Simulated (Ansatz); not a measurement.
in.yaml

```yaml
crystal:
  periodic: [false, false, false]
  atoms:
    - {symbol: F, position_ang: [0.000000, 0.000000, 0.000000]}
    - {symbol: Mg, position_ang: [0.000000, 0.000000, 4.595000]}
basis:
  gaussian: {orbitals: STO-3G}
total_charge: 1
magnetization: {spin_polarized: false}
hamiltonian: {pseudopotentials: {relativity: scalar}}
correlation: {method: ccsd_t, electrons: outside_noble_gas}
scf: {lower_state_search: full}
output: {forces: true}
```

```sh
$ ansatz run in.yaml --threads 1 --pin off --events-out ev --progress --plain --max-ram 2393MiB
```

(1) Roughly how long does this take on 1 thread of AMD EPYC 7B13, shared host, and how much host memory?

```
145 factors; integrals over basis functions are off by at most 5.9e-5 eV
mean field evaluation 1: about -8017.6967 eV, gradient 1.3e1 eV
mean field evaluation 2: about -8017.6968 eV, gradient 1.3e1 eV
mean field evaluation 4: about -8017.7427 eV, gradient 1.3e1 eV
mean field evaluation 8: about -8018.1763 eV, gradient 1.1e1 eV
mean field evaluation 16: about -8026.2247 eV, gradient 1.7e-2 eV
mean field evaluation 32: about -8018.2929 eV, gradient 9.4e0 eV
mean field evaluation 64: about -8026.1654 eV, gradient 1.6e0 eV
mean field evaluation 96: about -8026.2068 eV, gradient 7.6e-2 eV
mean field evaluation 128: about -8026.2248 eV, gradient 2.3e-2 eV
mean field evaluation 160: about -8026.2057 eV, gradient 3.6e-2 eV
...
cycle  11  -8.02609885 eV  change    1.3e-1 eV  update   4.8e-3
cycle  12  -8.02412980 eV  change    2.0e-3 eV  update   8.3e-4
cycle  13  -8.03956372 eV  change   -1.5e-2 eV  update   9.1e-4
cycle  14  -8.04853370 eV  change   -9.0e-3 eV  update   2.6e-4
cycle  15  -8.04564801 eV  change    2.9e-3 eV  update   1.2e-4
cycle  16  -8.04588934 eV  change   -2.4e-4 eV  update   6.2e-6
cycle  17  -8.04577751 eV  change    1.1e-4 eV  update   4.3e-6
cycle  18  -8.04578896 eV  change   -1.1e-5 eV  update   4.1e-7
cycle  19  -8.04578921 eV  change   -2.5e-7 eV  update   4.6e-8
cycle  20  -8.04578927 eV  change   -5.6e-8 eV  update   1.2e-7
perturbative correction -0.00018155 eV, -0.0000066720 hartree
WARN: these amplitudes may be one of several solutions (largest doubles amplitude 1.00, level shift 21.00 eV)
the calculation of the forces begins
WARN: the method's energy lies above the unrestricted determinant's, so it is not that of the lowest state
Total energy: -8034.26911858 eV, -295.2539442847 hartree
Relativity: scalar
Atom 0 at     0.000000     0.000000     0.000000 Å, force     0.000000    -0.000000    -0.010761 eV/Å
Atom 1 at     0.000000     0.000000     4.595000 Å, force    -0.000000     0.000000     0.010761 eV/Å
Dipole moment:    -0.000000     0.000000     1.966388 e Å
```

Forces (eV/Å):
```
F    0.000  0.000 -0.011
Mg   0.000  0.000  0.011
```

Results:

(1) 0.79 s wall and 0.1 GiB.
